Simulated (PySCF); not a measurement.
B3LYP has the VWN-RPA correlation part, as in Gaussian. 

Cartesian coordinates (Å):
```xyz
7

C      0.8543     0.0641    -0.1098
C     -0.6180    -0.0267     0.0440
H      1.4097     0.8825     0.3274
H      1.4183    -0.7475    -0.5488
H     -1.0843     0.9604     0.0861
H     -0.9014    -0.5443     0.9736
H     -1.0784    -0.5884    -0.7726
```
Charge 0, spin multiplicity 2.

### Question
Predict the highest occupied spin orbital, dipole moment and total energy from B3LYP-D3(BJ)/def2-TZVP (PySCF 2.14.0).

### Answer

```
Property                            Result
-----------------------------  -----------
highest occupied spin orbital     -5.62 eV
dipole moment                       0.31 D
total energy                   -79.1973 Ha
```
